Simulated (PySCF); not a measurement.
**How the method moves the adiabatic energies of losing or gaining an electron of hydrogen cyanide**

Structure: `C#N` (CHN).

All levels share the PBE0-D3(BJ)/ma-def2-SVP structures and the PBE0-D3(BJ)/ma-def2-SVP thermal terms; only the single-point energies (PySCF) change. Values are adiabatic energies of losing or gaining an electron (0 K, eV).

```jsonl
{"level": "HF/aug-cc-pVTZ", "ionisation energy to the radical cation": "11.91", "abs. error": "1.70", "time": "2.2 s"}
{"level": "CCSD(T)/aug-cc-pVTZ", "ionisation energy to the radical cation": "13.47", "abs. error": "0.14", "time": "9.4 min"}
{"level": "CAM-B3LYP-D3(BJ)/ma-def2-TZVP", "ionisation energy to the radical cation": "13.49", "abs. error": "0.12", "time": "–"}
{"level": "MP2/aug-cc-pVTZ", "ionisation energy to the radical cation": "13.91", "abs. error": "0.30", "time": "17 s"}
{"level": "ATcT 1.112", "ionisation energy to the radical cation": "13.61", "abs. error": "", "time": ""}
```

Times are wall times for all single points of a level on 1 thread of Arm Neoverse V2, a shared host; the dash marks the run that also made the structures.

Hartree-Fock leaves out electron correlation, so its ionisation energies and electron affinities from energy differences come out too low, often by 1 eV or more.

At HF/aug-cc-pVTZ a relaxed species lies above the same state at the other structure, so the structures fit that level poorly.

The spread: 2.00 eV, from 11.91 to 13.91.
